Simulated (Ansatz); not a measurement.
# CH2BN: the cost of one run

Computed with Ansatz 0.2.0, driven from Python. The levels of theory stand in the script.

## Step 1: The structure

Bond lengths: B1–C2 1.414 Å, B1–N3 1.350 Å, C2–N3 1.363 Å, B1–H4 1.177 Å, C2–H5 1.082 Å. Angles: B1–C2–N3 58.1°, B1–C2–H5 151.1°, N3–C2–H5 150.7°, C2–B1–N3 59.1°, C2–B1–H4 147.2°, N3–B1–H4 153.7°, B1–N3–C2 62.8°.

No structure file is read: the coordinates are typed or built in the script.

## Step 2: Script

Input file cas_ch2bn.py:

```python
"""Static correlation in CH2BN: natural occupations of an active space."""

import ansatz as az
from ase import Atoms


def main() -> None:
    atoms = Atoms(["B", "C", "N", "H", "H"], positions=[
        (-0.6111, -0.2304, -0.2367),
        (0.6461, 0.2084, 0.2393),
        (0.3011, -1.1104, 0.227),
        (-1.6502, 0.0644, -0.7037),
        (1.364, 0.9943, 0.4327),
    ])
    ch2bn = az.Crystal.molecule_from_ase(atoms)

    base = (
        ch2bn.calculation()
        .basis(gaussian="6-31G*")
        .correlation(active_electrons=4, active_orbitals=5)
    )
    for method in [None, "sc_nevpt2"]:
        summary = (base if method is None else base.correlation(method)).run(threads=1, backend="cpu").report
        space = summary["configurations"]
        state = space["states"][0]
        print(method or "casscf", f"total {summary['free_energy_ev'] / 27.211386246:.6f} Ha, active-space state {state['energy']['hartree']:.6f} Ha, mean field {summary['reference_energy_ev'] / 27.211386246:.6f} Ha")
        print("  determinants", state["n_determinants"], " natural occupations", [round(n, 3) for n in space["natural_occupations"]])


if __name__ == "__main__":
    main()
```

## Step 3: The input behind the calls

The package turns the script's settings into the engine's input (first run):

```yaml
crystal:
  periodic: [false, false, false]
  atoms:
    - { symbol: B, position_ang: [-0.6111, -0.2304, -0.2367] }
    - { symbol: C, position_ang: [0.6461, 0.2084, 0.2393] }
    - { symbol: "N", position_ang: [0.3011, -1.1104, 0.227] }
    - { symbol: H, position_ang: [-1.6502, 0.0644, -0.7037] }
    - { symbol: H, position_ang: [1.364, 0.9943, 0.4327] }
basis:
  gaussian:
    orbitals: "6-31G*"
correlation:
  active_space:
    window:
      electrons: 4
      orbitals: 5
```

## Step 4: Launch

On the command line:

```
python cas_ch2bn.py
```

**Question.** How long does this script take on 1 thread of Intel Xeon 6975P-C (Granite Rapids), shared host, and how much memory does it need?

About 2.6 s, with a peak of 0.17 GiB.
